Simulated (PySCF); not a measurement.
**Magnetisability and related constants of `InChI=1S/O2S/c1-3-2`**

Method used: PySCF 2.14.0, GIAO B3LYP/6-31G* magnetisability, rotational g tensor and spin-rotation constants, non-relativistic, gas phase. Geometry: PBE0-D3(BJ)/def2-SVP.

Input:
```
{"job": {"kind": "mag", "xc": "B3LYP", "basis": "6-31G*"}, "charge": 0, "multiplicity": 1}
O     -1.223546     0.311604     0.017648
S     -0.009249    -0.488946     0.008695
O      1.275347     0.192945     0.021043
```
Coordinates are in Å.

Command: `OMP_NUM_THREADS=1 python excited_run.py task.json out`

(1) What does the run print?

Answers

(1) Atoms count from 0.
```
coarse grid: 3800 points
cycle   1  E = -548.3961804062  dE =  8.431e-01  |g| = 1.057e+00  |ddm| = 2.549e+00
cycle   2  E = -547.6949512595  dE =  7.012e-01  |g| = 2.128e+00  |ddm| = 2.406e+00
cycle   3  E = -548.6231564775  dE = -9.282e-01  |g| = 4.503e-02  |ddm| = 1.716e+00
cycle   4  E = -548.6235808858  dE = -4.244e-04  |g| = 2.248e-02  |ddm| = 9.417e-02
cycle   5  E = -548.6237086514  dE = -1.278e-04  |g| = 4.973e-03  |ddm| = 2.783e-02
cycle   6  E = -548.6237106843  dE = -2.033e-06  |g| = 3.884e-03  |ddm| = 5.794e-03
cycle   7  E = -548.6237137997  dE = -3.115e-06  |g| = 2.699e-04  |ddm| = 2.942e-03
final grid: 34168 points
cycle   8  E = -548.5816756472  dE = -1.596e-06  |g| = 1.198e-03  |ddm| = 3.305e-03
cycle   9  E = -548.5816743522  dE =  1.295e-06  |g| = 2.784e-03  |ddm| = 2.830e-03
cycle  10  E = -548.5816758460  dE = -1.494e-06  |g| = 6.327e-04  |ddm| = 2.244e-03
cycle  11  E = -548.5816759237  dE = -7.773e-08  |g| = 1.613e-04  |ddm| = 5.432e-04
cycle  12  E = -548.5816759288  dE = -5.025e-09  |g| = 2.019e-05  |ddm| = 1.115e-04
cycle  13  E = -548.5816759289  dE = -9.618e-11  |g| = 1.902e-06  |ddm| = 2.505e-05
converged SCF energy = -548.5816759289

Magnetisability tensor (1e-30 J/T^2)
     -197.26       -3.95        0.38
       -3.95     -280.56        1.87
        0.38        1.87     -412.22
isotropic -296.68   principal values    -412.24   -280.72   -197.07
isotropic susceptibility -17.866 1e-6 cm^3/mol

Inertial axes            a          b          c
rot. const./GHz     57.3847    10.0970     8.5862
chi total           -11.868    -16.905    -24.826
chi diamagnetic     -56.563   -147.916   -168.207
chi paramagnetic     44.695    131.011    143.381
quadrupole/D A       -5.250      1.268      3.982
g nuclear            0.5039     0.5038     0.5038
g electronic        -1.2049    -0.6214    -0.5784
g total             -0.7010    -0.1177    -0.0746

Spin-rotation constants (kHz, H = +C I.J)
atom  isotope        aa         bb         cc
  0    17O*     -51.949     -6.204     -1.813
  1    33S*      40.809      5.784      3.904
* in the singly substituted isotopologue
```

It took 1.2 s wall time on 1 thread of an Arm Neoverse V1, shared host, peak memory 0.29 GiB.
